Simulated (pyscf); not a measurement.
H₃C–Zn–OH -> CH₄ + O=Zn, an elimination (singlet surface; C–Zn, H–O broken, C–H formed). Optimised with ωB97X-D3(BJ)/def2-SVP in PySCF. MP2 and CC: frozen core, UHF for open shells. ΔMP2 is the change of the MP2 total energy from the triple- to the quadruple-zeta basis. Energies in kcal/mol from the reactant's lowest minimum found.

Small-basis levels: PySCF, no dispersion term, spherical d functions. AM1 to PM7: differences of heats of formation from MOPAC. Cost: rough CPU time at the saddle relative to B3LYP/6-31G*+LANL2DZ, from one job on a shared machine.

```
level                             barrier  reaction energy        cost
--------------------------------  -------  ---------------  ----------
MP2/6-31G*+LANL2DZ                   94.4            +68.6         0.2
PBE/6-31G*+LANL2DZ                    ___            +65.1           1
B3LYP/STO-3G                         70.0             -3.6           4
B3LYP/6-311+G**+LANL2DZ              91.7            +72.7           1
B3LYP/def2-SVP                       99.0            +84.3           1
PM6                                 122.7           +130.7  under 0.02
PM7                                   ___           +129.7  under 0.02
CCSD(T)/def2-TZVPP + ΔMP2(QZVPP)      ___            +82.8           –
```

Question: Some entries are withheld; supply them.

Answer: 
- PBE/6-31G*+LANL2DZ, barrier: 80.6
- PM7, barrier: 108.8
- CCSD(T)/def2-TZVPP + ΔMP2(QZVPP), barrier: 101.0

Against the last row the barrier runs from -31.0 (B3LYP/STO-3G) to +21.7 kcal/mol (PM6). At PM6, PM7 this geometry lies under one side, so the entry may be no barrier of that level: it is a single point on another level's saddle. CCSD(T)/def2-TZVPP + ΔMP2(QZVPP) has limits of its own. The same reactants have a lower exit, to CH₃• + [HO–Zn]• (no saddle counted: cutting one bond costs +77.2 kcal/mol at ωB97M-D3(BJ), against +106.9 kcal/mol here). This is the saddle that the search found; another between the same sides may lie lower. 2 of the closed-shell references are unstable towards spin polarisation; treat their single-reference values with care. The CCSD(T) − MP2 part came from Ansatz, without density fitting, on the same reference. The frozen core leaves the outer d or s,p core shells of the metals and heavy elements correlated in the MP2 and CC values, and def2-TZVPP describes them poorly, which can shift differences by a few kcal/mol. In the def2 sets elements up to Kr have no core potential.
